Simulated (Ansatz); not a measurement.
# Energy profile

The step: CH₆SSi ([CH3][SiH2][SH]) → SiH₂S ([SiH2][S]) + CH₄; bonds formed: C2–H4; bonds broken: Si1–C2, S3–H4 (atoms numbered as in the saddle structure below).

```
atom    x (Å)    y (Å)    z (Å)
 Si1  -0.8442  -0.7136   0.0780
  C2   0.6337   0.7646   0.0538
  S3   0.1655  -2.1769  -0.8862
  H4   0.7101  -0.4686  -0.4963
  H5  -1.9733   0.0017  -0.5725
  H6  -1.0675  -0.7234   1.5472
  H7  -0.1113   1.5577  -0.0628
  H8   1.0888   0.7786   1.0413
  H9   1.3979   0.9800  -0.7026
```

Electronic energies by CCSD(T) at an estimated basis limit (MP2 extrapolated from triple and quadruple zeta, plus CCSD(T) − MP2 in triple zeta), on PBE0-D4/def2-TZVP structures; CH₆SSi, singlet; no counterpoise correction. Program: Ansatz 0.2.0. Basis: def2-TZVPP and def2-QZVPP. Cores are frozen in the correlated methods. Extrapolation: Hartree–Fock as exp(−7.88 √X), correlation as X^−2.97.

**Question.** Give the profile in kJ/mol, counted from the start structure. (An estimate is asked for; the value comes from the calculation.)

**Answer.** By the calculation:
```json
{"point": "start structure", "kJ/mol": "0.0"}
{"point": "saddle", "kJ/mol": "237.0"}
{"point": "end structure", "kJ/mol": "105.0"}
{"point": "separated: SiH₂S (linked as [SiH2][S]; Si1, S3, H5, H6; singlet) + CH₄ (C2, H4, H7, H8, H9; singlet)", "kJ/mol": "111.0"}
```

The T1 diagnostic stays at or below 0.018.

For scale, one of the runs: CCSD(T)/def2-TZVPP, 199 basis functions, launched by `ansatz run in.yaml --threads 2 --pin off --events-out ev --progress --plain --max-ram 4352MiB`. The run took 45 s on 2 CPU threads of an Arm Neoverse V1 (shared host), with 2.2 GiB of host memory at its peak.
